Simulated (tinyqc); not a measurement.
Worked calculation (part 2 of 2): RKS/LDA (VWN5) in the sto-3g basis, for H2F+, spin multiplicity 1. Computed by tinyqc, a small Python program that keeps every step (integrals from PySCF). Command: `OMP_NUM_THREADS=1 python tinyqc.py 23561 23562 out.jsonl` (the two numbers bound the seeds that draw the settings). One thread of a shared host (Intel(R) Xeon(R) Processor @ 2.60GHz), about 0.5 s of CPU time with the checks.

Geometry (angstrom):

| atom | x | y | z |
|---|---|---|---|
| F | 0.000000 | 0.000000 | 0.000000 |
| H | 0.000000 | 0.836000 | 0.582000 |
| H | 0.000000 | -0.836000 | 0.582000 |

## Iteration 2: building the Kohn-Sham matrix

D after iteration 1:
```
            1F 1s      1F 2s     1F 2px     1F 2py     1F 2pz      2H 1s      3H 1s
1F 1s    2.119117  -0.503633  -0.000451  -0.010067   0.009645   0.005322  -0.012898
1F 2s   -0.503633   2.153206   0.003160   0.053304  -0.047856  -0.060575   0.014215
1F 2px  -0.000451   0.003160   1.999955   0.003914   0.001810  -0.010935   0.002346
1F 2py  -0.010067   0.053304   0.003914   1.839680   0.013778   0.100543  -0.176166
1F 2pz   0.009645  -0.047856   0.001810   0.013778   1.944316   0.075384   0.066791
2H 1s    0.005322  -0.060575  -0.010935   0.100543   0.075384   0.010228  -0.007589
3H 1s   -0.012898   0.014215   0.002346  -0.176166   0.066791  -0.007589   0.019507
```

core Hamiltonian H = T + V (hartree):
```
             1F 1s       1F 2s     1F 2px     1F 2py     1F 2pz      2H 1s      3H 1s
1F 1s   -41.063994   -9.636936   0.000000   0.000000  -0.013944  -1.583580  -1.583580
1F 2s    -9.636936  -11.538507   0.000000   0.000000  -0.170397  -3.573276  -3.573276
1F 2px    0.000000    0.000000  -9.175217   0.000000   0.000000   0.000000   0.000000
1F 2py    0.000000    0.000000   0.000000  -9.296666   0.000000  -1.954255   1.954255
1F 2pz   -0.013944   -0.170397   0.000000   0.000000  -9.234078  -1.408359  -1.408359
2H 1s    -1.583580   -3.573276   0.000000  -1.954255  -1.408359  -5.324402  -1.370933
3H 1s    -1.583580   -3.573276   0.000000   1.954255  -1.408359  -1.370933  -5.324402
```

nuclear repulsion = 9.66741634 hartree

V_xc (hartree):
```
            1F 1s      1F 2s     1F 2px     1F 2py     1F 2pz      2H 1s      3H 1s
1F 1s   -3.199780  -0.467784  -0.000016  -0.000335   0.000371  -0.078080  -0.078048
1F 2s   -0.467784  -0.939921  -0.000070  -0.001042  -0.001247  -0.263119  -0.264560
1F 2px  -0.000016  -0.000070  -0.932458  -0.000088  -0.000040   0.000007  -0.000007
1F 2py  -0.000335  -0.001042  -0.000088  -0.926287   0.000171  -0.147695   0.149681
1F 2pz   0.000371  -0.001247  -0.000040   0.000171  -0.930317  -0.104275  -0.105613
2H 1s   -0.078080  -0.263119   0.000007  -0.147695  -0.104275  -0.308593  -0.084977
3H 1s   -0.078048  -0.264560  -0.000007   0.149681  -0.105613  -0.084977  -0.324983
```

E_xc = sum of w rho eps_xc = -10.47350801 hartree

Given earlier and not repeated: Two-electron integrals (ij|kl) in chemists' order.

J_ij = sum D_kl (ij|kl); F = H + J + V_xc; E = tr D H + tr D J / 2 + E_xc + E_nn.

Coulomb J (hartree):
```
            1F 1s     1F 2s    1F 2px     1F 2py     1F 2pz     2H 1s      3H 1s
1F 1s   20.772192  3.977318  0.000100   0.001687  -0.000117  0.652376   0.652248
1F 2s    3.977318  9.859280  0.000379   0.004234   0.005786  3.004180   3.005400
1F 2px   0.000100  0.000379  9.852531   0.000221   0.000105  0.000092   0.000065
1F 2py   0.001687  0.004234  0.000221   9.847474  -0.000736  1.784796  -1.785831
1F 2pz  -0.000117  0.005786  0.000105  -0.000736   9.851342  1.244569   1.246075
2H 1s    0.652376  3.004180  0.000092   1.784796   1.244569  4.908408   1.158228
3H 1s    0.652248  3.005400  0.000065  -1.785831   1.246075  1.158228   4.922943
```

Kohn-Sham matrix F (hartree):
```
             1F 1s      1F 2s     1F 2px     1F 2py     1F 2pz      2H 1s      3H 1s
1F 1s   -23.491582  -6.127402   0.000084   0.001352  -0.013690  -1.009284  -1.009380
1F 2s    -6.127402  -2.619148   0.000309   0.003192  -0.165858  -0.832215  -0.832436
1F 2px    0.000084   0.000309  -0.255144   0.000133   0.000064   0.000099   0.000058
1F 2py    0.001352   0.003192   0.000133  -0.375478  -0.000566  -0.317155   0.318105
1F 2pz   -0.013690  -0.165858   0.000064  -0.000566  -0.313053  -0.268066  -0.267897
2H 1s    -1.009284  -0.832215   0.000099  -0.317155  -0.268066  -0.724587  -0.297682
3H 1s    -1.009380  -0.832436   0.000058   0.318105  -0.267897  -0.297682  -0.726442
```

total energy of this density = -97.91896452 hartree

## Iteration 2: diagonalisation and new density

X:
```
                1          2          3         4          5          6         7
1F 1s   -0.371369   0.000000   0.718357  0.000000  -0.616426   0.000000  0.183093
1F 2s    1.046603   0.000000  -0.240553  0.000000  -0.281440   0.000000  0.452414
1F 2px   0.000000   0.000000   0.000000  1.000000   0.000000   0.000000  0.000000
1F 2py   0.000000   0.837707   0.000000  0.000000   0.000000   0.703836  0.000000
1F 2pz   0.411423   0.000000   0.681491  0.000000   0.639531   0.000000  0.183766
2H 1s   -0.622314  -0.777080  -0.191349  0.000000   0.158669   0.379375  0.386549
3H 1s   -0.622314   0.777080  -0.191349  0.000000   0.158669  -0.379375  0.386549
```

Diagonalise F' = X^T F X, C = X C', fill 5 alpha and 5 beta electrons from the bottom; D = 2 C_occ C_occ^T. Each column has its largest component positive (the first on a tie).

F' = X^T F X (hartree):
```
           1          2          3          4           5          6          7
1  -0.819987   0.002486   2.450931   0.000222   -2.304037   0.001028   0.909253
2   0.002486   0.046875   0.000048   0.000080   -0.001678   0.176427   0.001013
3   2.450931   0.000048  -9.794264   0.000000   10.051098  -0.000428  -4.774644
4   0.000222   0.000080   0.000000  -0.255144   -0.000073   0.000109   0.000227
5  -2.304037  -0.001678  10.051098  -0.000073  -10.934127  -0.001343   5.143445
6   0.001028   0.176427  -0.000428   0.000109   -0.001343  -0.648409   0.001681
7   0.909253   0.001013  -4.774644   0.000227    5.143445   0.001681  -3.627657
```

orbital energies (hartree): MO1 -23.506559, MO2 -1.191150, MO3 -0.690613, MO4 -0.415086, MO5 -0.255144, MO6 -0.063267, MO7 0.089106

coefficients C:
```
              MO1        MO2        MO3        MO4        MO5        MO6        MO7
1F 1s    0.992992  -0.223974  -0.000277  -0.154848  -0.000115  -0.085304  -0.001706
1F 2s    0.029972   0.783054   0.000722   0.745059   0.000422   0.517559   0.008911
1F 2px  -0.000004  -0.000286  -0.000203  -0.000689   0.999999   0.000605   0.000304
1F 2py  -0.000072  -0.002842   0.489615  -0.003485  -0.000197  -0.008209   0.978431
1F 2pz   0.002794   0.171530   0.002336  -0.551326  -0.000853   0.862004   0.004598
2H 1s   -0.005858   0.215542   0.551128  -0.453973   0.000416  -0.579300  -0.674052
3H 1s   -0.005898   0.216666  -0.548385  -0.463007  -0.000213  -0.589442   0.660862
```

D after iteration 2:
```
            1F 1s      1F 2s     1F 2px     1F 2py     1F 2pz      2H 1s      3H 1s
1F 1s    2.120351  -0.521986   0.000104   0.001939   0.099455   0.032102   0.034927
1F 2s   -0.521986   2.338369  -0.000632  -0.008941  -0.552736  -0.338465  -0.351759
1F 2px   0.000104  -0.000632   1.999999  -0.000585  -0.001046   0.001111   0.000311
1F 2py   0.001939  -0.008941  -0.000585   0.479486   0.005155   0.541621  -0.534999
1F 2pz   0.099455  -0.552736  -0.001046   0.005155   0.666793   0.577060   0.582270
2H 1s    0.032102  -0.338465   0.001111   0.541621   0.577060   1.112654  -0.090605
3H 1s    0.034927  -0.351759   0.000311  -0.534999   0.582270  -0.090605   1.124161
```

## Iteration 7 (converged): orbitals

converged F (hartree):
```
             1F 1s      1F 2s     1F 2px     1F 2py     1F 2pz      2H 1s      3H 1s
1F 1s   -24.317352  -6.307285   0.000000   0.000000  -0.018874  -1.038784  -1.038784
1F 2s    -6.307285  -3.042677   0.000000   0.000001  -0.151015  -0.932866  -0.932866
1F 2px    0.000000   0.000000  -0.674927   0.000000   0.000000   0.000000   0.000000
1F 2py    0.000000   0.000001   0.000000  -0.801354   0.000000  -0.367786   0.367786
1F 2pz   -0.018874  -0.151015   0.000000   0.000000  -0.739585  -0.295198  -0.295198
2H 1s    -1.038784  -0.932866   0.000000  -0.367786  -0.295198  -0.790452  -0.322352
3H 1s    -1.038784  -0.932866   0.000000   0.367786  -0.295198  -0.322352  -0.790450
```

As before.

F' = X^T F X (hartree):
```
           1          2           3          4           5          6          7
1  -1.122621   0.000000    2.554194   0.000000   -2.424464   0.000001   0.765055
2   0.000000  -0.170015    0.000000   0.000000    0.000000  -0.027947   0.000001
3   2.554194   0.000000  -10.385451   0.000000   10.195949   0.000000  -4.915885
4   0.000000   0.000000    0.000000  -0.674927    0.000000   0.000000   0.000000
5  -2.424464   0.000000   10.195949   0.000000  -11.505650  -0.000001   5.297116
6   0.000001  -0.027947    0.000000   0.000000   -0.000001  -0.924543   0.000000
7   0.765055   0.000001   -4.915885   0.000000    5.297116   0.000000  -3.897291
```

orbital energies (hartree): MO1 -24.331193, MO2 -1.539806, MO3 -0.925577, MO4 -0.752291, MO5 -0.674927, MO6 -0.287723, MO7 -0.168981

coefficients C:
```
              MO1        MO2        MO3        MO4       MO5        MO6        MO7
1F 1s    0.993337  -0.248081   0.000000   0.090902  0.000000   0.104543   0.000000
1F 2s    0.028563   0.917225  -0.000001  -0.427534  0.000000  -0.642051  -0.000003
1F 2px   0.000000   0.000000   0.000000   0.000000  1.000000   0.000000   0.000000
1F 2py   0.000000  -0.000001   0.734319  -0.000003  0.000000  -0.000006   0.811119
1F 2pz   0.002907   0.172307   0.000002   0.843104  0.000000  -0.579609  -0.000003
2H 1s   -0.005616   0.101296   0.350394   0.228811  0.000000   0.732013  -0.790567
3H 1s   -0.005616   0.101295  -0.350390   0.228814  0.000000   0.732004   0.790576
```

D after iteration 7:
```
            1F 1s      1F 2s    1F 2px     1F 2py     1F 2pz      2H 1s      3H 1s
1F 1s    2.113052  -0.476073  0.000000   0.000000   0.073563  -0.019817  -0.019816
1F 2s   -0.476073   2.049804  0.000000  -0.000002  -0.404655  -0.010149  -0.010149
1F 2px   0.000000   0.000000  2.000000   0.000000   0.000000   0.000000   0.000000
1F 2py   0.000000  -0.000002  0.000000   1.078450  -0.000002   0.514601  -0.514598
1F 2pz   0.073563  -0.404655  0.000000  -0.000002   1.481044   0.420701   0.420701
2H 1s   -0.019817  -0.010149  0.000000   0.514601   0.420701   0.370846  -0.120254
3H 1s   -0.019816  -0.010149  0.000000  -0.514598   0.420701  -0.120254   0.370843
```

## Convergence

Stop when the energy changes by less than 1e-08 hartree and every element of the error matrix X^T (F D S - S D F) X is below 3e-05.

Course of the cycle:

| iteration | E (hartree) | change | largest element of the error matrix |
|---|---|---|---|
| 1 | -92.03526562 | - | 6.44e+00 |
| 2 | -97.91896452 | -5.88e+00 | 7.29e-01 |
| 3 | -97.76220851 | 1.57e-01 | 9.86e-01 |
| 4 | -98.38974094 | -6.28e-01 | 1.43e-02 |
| 5 | -98.38998484 | -2.44e-04 | 1.67e-03 |
| 6 | -98.38998614 | -1.31e-06 | 9.17e-05 |
| 7 | -98.38998615 | -8.71e-09 | 2.53e-05 |

PySCF RKS in the same basis, fine grid = -98.56382585 hartree

Converged in 7 iterations. The coarse grid moves the energy by +1.74e-01 hartree.

## Populations, bond orders and dipole

overlap S:
```
           1F 1s     1F 2s    1F 2px     1F 2py    1F 2pz     2H 1s      3H 1s
1F 1s   1.000000  0.237990  0.000000   0.000000  0.000000  0.038800   0.038800
1F 2s   0.237990  1.000000  0.000000   0.000000  0.000000  0.383642   0.383642
1F 2px  0.000000  0.000000  1.000000   0.000000  0.000000  0.000000   0.000000
1F 2py  0.000000  0.000000  0.000000   1.000000  0.000000  0.256726  -0.256726
1F 2pz  0.000000  0.000000  0.000000   0.000000  1.000000  0.178725   0.178725
2H 1s   0.038800  0.383642  0.000000   0.256726  0.178725  1.000000   0.199536
3H 1s   0.038800  0.383642  0.000000  -0.256726  0.178725  0.199536   1.000000
```

Mulliken: Z minus the diagonal of D S on the atom; Loewdin: the same with S^(1/2) D S^(1/2); Mayer order: 2 sum_s sum (D(s) S)_ij (D(s) S)_ji over the two atoms.

Charges (e):

| atom | Mulliken | Loewdin |
|---|---|---|
| 1F | 0.098975 | 0.235374 |
| 2H | 0.450510 | 0.382311 |
| 3H | 0.450514 | 0.382315 |

Mayer bond orders:

| pair | order |
|---|---|
| 2-1 | 0.785411 |
| 3-1 | 0.785407 |
| 3-2 | 0.011630 |

dipole moment about the origin, x y z (debye): 0.000000  -0.000013  2.904910
